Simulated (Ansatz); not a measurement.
# C₂H (doublet): wave-function methods side by side at distance C1–H3 = 3.582 Å, 6-31G

Aim: climb from Hartree-Fock through coupled cluster and multireference methods for C₂H (doublet) at one geometry and basis, and see what each rung misses.

Program: Ansatz 0.2.0, Gaussian basis. Level of theory: 6-31G, core rule «outside noble gas», up to 2 orbitals frozen. These are calculated values, not measurements.

The runs, in order: UHF; CCSD(T) on ROHF; CCSD(T) on UHF; CISD; CCSDT(Q) on ROHF; CCSDT(Q) on UHF; CISDTQ; CCSDTQ on ROHF; CASSCF and MRCISD+Q, 3 electrons in 3 orbitals; CASSCF and NEVPT2, 3 electrons in 3 orbitals; CASSCF and MRCISD+Q, 9 electrons in 9 orbitals; CASSCF and MRCISD+Q(relaxed), 9 electrons in 9 orbitals; CASSCF and NEVPT2, 9 electrons in 9 orbitals; Full CI.

17 further runs of the same task are left out: 1 for a known fault of the program, 14 that didn't finish, 2 set aside as unsound or not needed.

**1. The geometry**

The geometry derives from a PBE0/def2-TZVP stationary point (not a proven minimum). One bond is set to the value named and the two fragments are kept rigid.

3 atoms, charge 0, spin multiplicity 2.

Atoms are counted from 1 here; the program's logs count them from 0.

Bond lengths: C1–C2 1.200 Å.

**2. UHF**

in.yaml

```yaml
crystal:
  periodic: [false, false, false]
  atoms:
    - {symbol: C, position_ang: [0.000000, 0.000000, -0.793928]}
    - {symbol: C, position_ang: [0.000000, 0.000000, -1.994144]}
    - {symbol: H, position_ang: [0.000000, 0.000000, 2.788072]}
basis:
  gaussian: {orbitals: 6-31G}
magnetization: {spin_polarized: true, initial_magnetization: 1}
hamiltonian: {xc: hf}
output: {orbitals: {seedname: orbitals}}
```

On the command line:

```bash
$ ansatz run in.yaml --threads 1 --pin off --events-out ev --progress --plain --max-ram 2393MiB
```

The runs that follow: CCSD(T) on ROHF; CCSD(T) on UHF; CISD; CCSDT(Q) on ROHF; CCSDT(Q) on UHF; CISDTQ; CCSDTQ on ROHF; CASSCF and MRCISD+Q, 3 electrons in 3 orbitals; CASSCF and NEVPT2, 3 electrons in 3 orbitals; CASSCF and MRCISD+Q, 9 electrons in 9 orbitals; CASSCF and MRCISD+Q(relaxed), 9 electrons in 9 orbitals; CASSCF and NEVPT2, 9 electrons in 9 orbitals; Full CI.

Q: Predict the results of all the runs planned. Wanted: FCI below the RHF energy; RMP2 from FCI; UMP2 from FCI; RCCSD from FCI; RCCSD(T) from FCI; UCCSD(T) from FCI; RCCSDT(Q) from FCI; UCCSDT(Q) from FCI; NEVPT2 pair from FCI.

The runs gave:

| quantity | value |
| --- | --- |
| FCI below the RHF energy | -7.7775 eV |
| RMP2 from FCI | +70.8 kJ/mol |
| UMP2 from FCI | +167.5 kJ/mol |
| RCCSD from FCI | +56.7 kJ/mol |
| RCCSD(T) from FCI | -1.7 kJ/mol |
| UCCSD(T) from FCI | +33.3 kJ/mol |
| RCCSDT(Q) from FCI | -3.6 kJ/mol |
| UCCSDT(Q) from FCI | +10.0 kJ/mol |
| NEVPT2 pair from FCI | +74.2 kJ/mol |
| MRCISD+Q pair from FCI | -1.1 kJ/mol |
| NEVPT2 valence from FCI | +30.1 kJ/mol |
| levels within 1 kcal/mol (43 meV) | RCCSD(T), RCCSDT, RCCSDT(Q), RCCSDTQ, MRCISD+Q pair, MRCISD valence, MRCISD+Q valence, MRCISD+Q(relaxed) valence |
| T1 diagnostic | 0.037 |
| effectively unpaired electrons | 2.17 |

RCCSD(T) misses by -1.7 kJ/mol, 0.2 % of the correlation energy. CCSD(T) misses by -1.7 kJ/mol on the restricted determinant and by +33.3 kJ/mol on the unrestricted one; the two need not hold the same state or core. RCCSD(T), RCCSDT(Q), MRCISD+Q pair fall below full CI, which methods that aren't variational can do. The occupations show strong static correlation (2.2 unpaired electrons where one determinant has 1). Coupled cluster on one determinant still stays close here. Of the multireference levels listed MRCISD+Q(relaxed) valence comes nearest in total energy (0.0 kJ/mol), which doesn't show that its space is the better one. Coupled cluster took another determinant than the lowest Hartree-Fock one. These misses are within one basis, not against nature; the frozen cores of restricted and unrestricted runs differ, which can shift their rows.
